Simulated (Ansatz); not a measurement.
# CH2NaO radical (SMILES O[CH][Na]): functionals against CCSD(T) at one geometry

A test off equilibrium: a structure displaced at random from a GFN2-xTB minimum is computed at several levels, and each is set against CCSD(T).

Program: Ansatz 0.2.0, Gaussian basis. Level of theory: single points in def2-TZVPP. These are calculated values, not measurements.

Cores are frozen in the correlated methods. The outer core shell of Li, Na, Mg and K is correlated. Orbitals are unrestricted. B3LYP uses VWN-RPA correlation.

## (1) The system as given

SMILES `O[CH][Na]`, 5 atoms, charge 0, spin multiplicity 2.

Atoms are counted from 1 here; the program's logs count them from 0.

Bond lengths: O1–C2 1.360 Å, O1–Na3 2.592 Å, O1–H4 1.025 Å, C2–Na3 2.222 Å, C2–H5 1.178 Å. Angles: C2–O1–Na3 59.0°, C2–O1–H4 110.5°, Na3–O1–H4 153.8°, O1–C2–Na3 89.3°, O1–C2–H5 102.2°, Na3–C2–H5 150.3°, O1–Na3–C2 31.6°.

As a file:

```tsv
atom	x (Å)	y (Å)	z (Å)
O1	0.0712	-0.2761	0.7817
C2	0.3252	0.2524	-0.4454
Na3	-0.9914	1.9726	0.0512
H4	0.1693	-1.2961	0.7611
H5	0.5542	-0.7088	-1.0876
```

## (2) CCSD(T)/def2-TZVPP

run/in.yaml reads:

```yaml
crystal:
  periodic: [false, false, false]
  atoms:
    - {symbol: O, position_ang: [0.071200, -0.276100, 0.781700]}
    - {symbol: C, position_ang: [0.325200, 0.252400, -0.445400]}
    - {symbol: Na, position_ang: [-0.991400, 1.972600, 0.051200]}
    - {symbol: H, position_ang: [0.169300, -1.296100, 0.761100]}
    - {symbol: H, position_ang: [0.554200, -0.708800, -1.087600]}
basis:
  gaussian: {orbitals: def2-TZVPP}
magnetization: {spin_polarized: true, initial_magnetization: 1}
correlation: {method: ccsd_t}
scf: {omitted_lower_state_checks: [cluster_reference]}
output: {forces: true}
```

Started as:

```sh
ansatz run in.yaml --threads 4 --pin off --events-out ev --progress --plain --max-ram 5222MiB
```

## (3) PBE0-D4/def2-TZVPP

Changes to run/in.yaml since step 2:

```diff
@@ -11,4 +11,3 @@
 magnetization: {spin_polarized: true, initial_magnetization: 1}
-correlation: {method: ccsd_t}
-scf: {omitted_lower_state_checks: [cluster_reference]}
-output: {forces: true}
+hamiltonian: {xc: pbe0, dispersion: d4}
+output: {forces: true, orbitals: {seedname: orbitals}}
```

## (4) wB97M-V/def2-TZVPP

Changes to run/in.yaml since step 3:

```diff
@@ -11,3 +11,3 @@
 magnetization: {spin_polarized: true, initial_magnetization: 1}
-hamiltonian: {xc: pbe0, dispersion: d4}
-output: {forces: true, orbitals: {seedname: orbitals}}
+hamiltonian: {xc: {name: wB97M-V}}
+output: {forces: true}
```

## (5) r2SCAN-D4/def2-TZVPP

Changes to run/in.yaml since step 4:

```diff
@@ -11,3 +11,3 @@
 magnetization: {spin_polarized: true, initial_magnetization: 1}
-hamiltonian: {xc: {name: wB97M-V}}
+hamiltonian: {xc: r2scan, dispersion: d4}
 output: {forces: true}
```

## (6) PBE-D4/def2-TZVPP

Changes to run/in.yaml since step 5:

```diff
@@ -11,3 +11,3 @@
 magnetization: {spin_polarized: true, initial_magnetization: 1}
-hamiltonian: {xc: r2scan, dispersion: d4}
+hamiltonian: {xc: pbe, dispersion: d4}
 output: {forces: true}
```

## (7) B3LYP-D4/def2-TZVPP

Changes to run/in.yaml since step 6:

```diff
@@ -11,3 +11,3 @@
 magnetization: {spin_polarized: true, initial_magnetization: 1}
-hamiltonian: {xc: pbe, dispersion: d4}
+hamiltonian: {xc: {name: B3LYP}, dispersion: d4}
 output: {forces: true}
```

## (8) BHLYP-D4/def2-TZVPP

Changes to run/in.yaml since step 7:

```diff
@@ -11,3 +11,3 @@
 magnetization: {spin_polarized: true, initial_magnetization: 1}
-hamiltonian: {xc: {name: B3LYP}, dispersion: d4}
+hamiltonian: {xc: {name: BHLYP}, dispersion: d4}
 output: {forces: true}
```

(Steps that only read results are left out.)

Q: Predict the outcome of this session. Wanted: energy less free atoms, CCSD(T)/def2-TZVPP; RMS force component; RMS force error; HOMO and LUMO, PBE0-D4; T1 diagnostic.

The runs gave:

| quantity | value |
| --- | --- |
| energy less free atoms, CCSD(T)/def2-TZVPP | -1333.4 kJ/mol |
| RMS force component | 1.243 to 1.729 eV/Å over the methods |
| RMS force error | PBE0-D4 0.407, wB97M-V 0.180, r2SCAN-D4 0.368, PBE-D4 0.571, B3LYP-D4 0.435, BHLYP-D4 0.348 eV/Å |
| HOMO and LUMO, PBE0-D4 | -2.98 and -1.41 eV |
| T1 diagnostic | 0.021 |

**Reading.** Against CCSD(T) the functionals' energies less atoms differ by -121.6 to +33.1 kJ/mol, PBE-D4 by -121.6 kJ/mol. A larger basis would deepen the CCSD(T) value, while the functionals are nearly converged already, so the order here is not reliable. For forces wB97M-V does best and PBE-D4 worst. Frozen-core CCSD(T) forces in triple zeta carry basis errors of their own, and this is one geometry, so small gaps rank nothing.
